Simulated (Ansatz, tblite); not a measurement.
Removing an electron: LiCl₂⁻. The state is a singlet with charge -1. Geometry: r2SCAN-D4/def2-TZVPD. Ansatz, gas phase; energy differences of separate SCF runs; the oxidised species was run as a doublet alone.

Cartesian coordinates in Å:
```
Li -0.0002 -0.0002 0.0000
Cl -0.3307 0.2443 2.1225
Cl 0.3309 -0.2441 -2.1225
```

The xTB rows come from tblite. Correlated methods freeze 10 core orbitals; core or outer-core shells of Li are correlated, in sets that lack core-valence functions. HOMO above LUMO, or a gap near zero within one spin, warns that the state may not be the lowest or that an electron is smeared out. The structure comes from a short search, and lower isomers may exist.

Task: Estimate orbital energies and vertical ionisation energies at: GFN1-xTB; GFN2-xTB; HF/def2-TZVPPD; PBE-D4/def2-TZVPD; r2SCAN-D4/def2-TZVPD; PBE0-D4/def2-TZVPD; MP2/def2-TZVPPD; CCSD/def2-TZVPPD; CCSD(T)/def2-TZVPPD.

Result: 
| level | −HOMO (eV) | vertical IE (eV) | −LUMO (eV) | HOMO–LUMO gap (eV) | remarks |
| --- | --- | --- | --- | --- | --- |
| GFN1-xTB | 8.63 | 10.60 | 0.08 | 8.56 | – |
| GFN2-xTB | 6.42 | 9.04 | -0.86 | 7.28 | – |
| HF/def2-TZVPPD | – | 4.81 | – | – | – |
| PBE-D4/def2-TZVPD | 1.89 | 4.76 | -2.94 | 4.83 | gap within one spin near zero (doublet) |
| r2SCAN-D4/def2-TZVPD | 2.19 | 4.96 | -3.49 | 5.68 | gap within one spin near zero (doublet) |
| PBE0-D4/def2-TZVPD | 3.21 | 5.20 | -3.39 | 6.60 | – |
| MP2/def2-TZVPPD | – | 5.99 | – | – | – |
| CCSD/def2-TZVPPD | – | 5.79 | – | – | – |
| CCSD(T)/def2-TZVPPD | – | 5.85 | – | – | – |

  Raw xTB energy differences between charge states are shifted by several eV; the methods need an empirical correction for them.
